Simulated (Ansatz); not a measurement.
**Two Ansatz runs on Au**

The cell was built from the fcc type and relaxed in the same program, and has space group Fm-3m; it needn't be a known or the stable phase.

First run: DFT, PBE, all-electron LAPW, Dirac equation with spin-orbit coupling (Ansatz 0.2.0).

Command: `ansatz run input.yaml --threads 1 --pin off --max-ram 2048MiB --backend cpu --events-out ev --progress --plain --runs-dir out` The run took 39 s on 1 thread of AMD EPYC 9B45 (Zen 5), on a shared host.

```yaml
crystal:
  lattice:
    - [0.0, 2.0782666844, 2.0782666844]
    - [2.0782666844, 0.0, 2.0782666844]
    - [2.0782666844, 2.0782666844, 0.0]
  atoms:
    - { symbol: Au, position: [0.0, 0.0, 0.0] }
kpoints:
  mp_grid: { grid: [14, 14, 14] }
  band_path:
    path:
      - [0.0, 0.0, 0.0]
      - [0.5, 0.0, 0.5]
      - [0.625, 0.25, 0.625]
      - [0.375, 0.375, 0.75]
      - [0.0, 0.0, 0.0]
      - [0.5, 0.5, 0.5]
      - [0.5, 0.25, 0.75]
      - [0.5, 0.0, 0.5]
    npoints: 5
scf:
  occupations: { method: fermi_dirac, width: 0.03 }
hamiltonian:
  xc: pbe
  pseudopotentials: { kind: all_electron, lapw: { basis_error: 0.001 } }
output:
  forces: true
  stress: true
  eigenvalues: true
magnetization:
  noncollinear: true
  spin_orbit: true
```

Result: converged; pressure -1.31 GPa; 6 SCF iterations.

A second run of a changed input logged this at its end:

```
Error: inconsistent input (scf.n_extra_bands, scf.occupations.method): n_bands = 43 leaves no empty band above the 43 bands that the deck's 43 electrons occupy (under non-collinear spin a band holds one electron), and the occupations search for the Fermi level (a smearing at a finite width, or tetrahedra): a level found among occupied bands alone can fill a metal as an insulator; raise scf.n_extra_bands until at least 44 bands are solved (omitted, it auto-derives to 52) (see scf.n_extra_bands in the input reference)
```

Task: What was wrong with the input?

Result: Too few bands, by this change (others could give a like log):
```diff
@@ -20,5 +20,7 @@
     npoints: 5
 scf:
-  occupations: { method: fermi_dirac, width: 0.03 }
+  occupations: { method: fermi_dirac, width: 0.3 }
+  n_extra_bands: 0
+  max_iter: 80
 hamiltonian:
   xc: pbe
```
